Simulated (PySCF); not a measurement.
## How the method changes the constants of CH⁻

State: ³Σ⁻ (triplet), unpaired electrons π ↑↑. Set-up: basis H aug-cc-pVDZ-DK, C aug-cc-pVDZ-DK; spin-free X2C with a Gaussian nucleus; PySCF 2.14. De refers to H + C⁻ in their high-spin ground configurations, without counterpoise correction. The functionals are run spin-unrestricted. A positive dipole points towards C; it is taken about the centre of mass and depends on that origin.

```
      Level  Re (Å)  ωe (cm⁻¹)  De (eV)  μ (D)  CPU s a point (SCF and correlation, without the integrals)
        UHF   1.137       2710      n/a  -1.52                                                       0.036
    UHF-MP2   1.147       2702     3.19    n/a                                                       0.052
UHF-SCS-MP2   1.148       2683      n/a    n/a                                                         n/a
   UHF-CCSD   1.156       2589     3.25    n/a                                                         n/a
UHF-CCSD(T)   1.159       2563     3.29    n/a                                                        0.52
        PBE   1.162       2530     3.55  -1.20                                                        0.25
       BLYP   1.161       2495     3.60  -1.18                                                        0.17
     r²SCAN   1.152       2582     3.49  -1.34                                                        0.38
      TPSSh   1.153       2584     3.62  -1.31                                                        0.41
       PBE0   1.150       2627     3.49  -1.31                                                        0.34
     M06-2X   1.146       2586     3.51  -1.29                                                        0.41
```

Q: Which functional lies closest to UHF-CCSD(T) in De, which farthest, and by how much do they differ from it?

A: Closest is r²SCAN (-0.7 pm in Re, +0.7 % in ωe, +0.20 eV in De against UHF-CCSD(T) in the same basis), farthest TPSSh (-0.6 pm in Re, +0.8 % in ωe, +0.33 eV in De). CCSD(T) converges more slowly with the basis than the functionals do and binds too weakly in this one, so the order can change at the basis-set limit.

Q: What does second-order correlation do here, going from UHF to UHF-MP2?

A: UHF-MP2 less UHF: +1.0 pm in Re, -0.3 % in ωe. Correlation nearly always deepens the well. The bond lengthens, as in strong covalent bonds, where excitations into antibonding orbitals dominate.

Q: What does all correlation do here, going from UHF to UHF-CCSD(T)?

A: UHF-CCSD(T) less UHF: +2.2 pm in Re, -5.4 % in ωe. Correlation nearly always deepens the well. The bond lengthens, as in strong covalent bonds, where excitations into antibonding orbitals dominate.

Correlated steps freeze 1 core orbital. Correlated levels converge slowly with the basis: in double zeta they bind strong bonds too weakly, by up to about 1 eV, and carry superposition errors of some tenths. For an ion De counts to the pair picked by the measured ionisation energies or electron affinities, which need not be the lowest pair at this level. The highest Kohn–Sham level is positive in this anion. Much of that is self-interaction error, but it also means that the finite basis helps to hold the extra electron. The state is the lowest determinant that a PBE0 search found; another state may lie lower at other levels.

The whole job (state search and all levels along the bond) took about 0.72 min on 1 thread of Arm Neoverse V2 (shared host), peak memory 0.38 GiB.
